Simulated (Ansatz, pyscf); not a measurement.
HB=O + HCl → HO–BH–Cl, an addition across a multiple bond or ene-type step on the singlet surface: Cl–H broken, B–Cl, H–O formed. Structures and frequencies: ωB97X-D3(BJ)/def2-SVP in PySCF. Wave-function energies: Ansatz (a program for electronic structure), frozen core, RHF or UHF references. In kJ/mol, from the separated reactants.

Cost: rough CPU time of the saddle's run relative to CCSD(T)/cc-pV(D+d)Z, from one job on a shared machine, with the HF step and its search for lower states.

```csv
level,barrier,reaction energy,cost
r²SCAN/def2-TZVP,44.73,-155.71,–
ωB97X-D3(BJ)/def2-TZVP,63.38,-154.29,–
CCSD(T)/cc-pV(D+d)Z,91.37,-124.30,1
CCSDT(Q)/cc-pV(D+d)Z,90.94,-123.13,72
CCSD(T)/cc-pV(T+d)Z,77.07,-139.54,6
CCSD(T)/cc-pV(Q+d)Z,74.99,-140.83,–
```

In cc-pV(D+d)Z, going from CCSD(T) to CCSDT(Q) shifts the barrier by -0.43 and the reaction energy by +1.17 kJ/mol. With HF in the quadruple-zeta basis and the correlation energy extrapolated as X⁻³ from X = 3, 4, CCSD(T) gives 72.42 and -142.49; adding the double-zeta shift gives ΔE‡ = 71.99 and ΔE = -141.32 kJ/mol, without core correlation, relativity or geometry relaxation at these levels. On the reactant side the descent ends in a complex (not fully relaxed), 18.16 kJ/mol under the separated species and 81.54 kJ/mol under the saddle at ωB97X-D3(BJ)/def2-TZVP. This is the saddle that the search found; another between the same sides may lie lower. The CCSD(T) − MP2 part came from Ansatz, without density fitting, on the same reference.
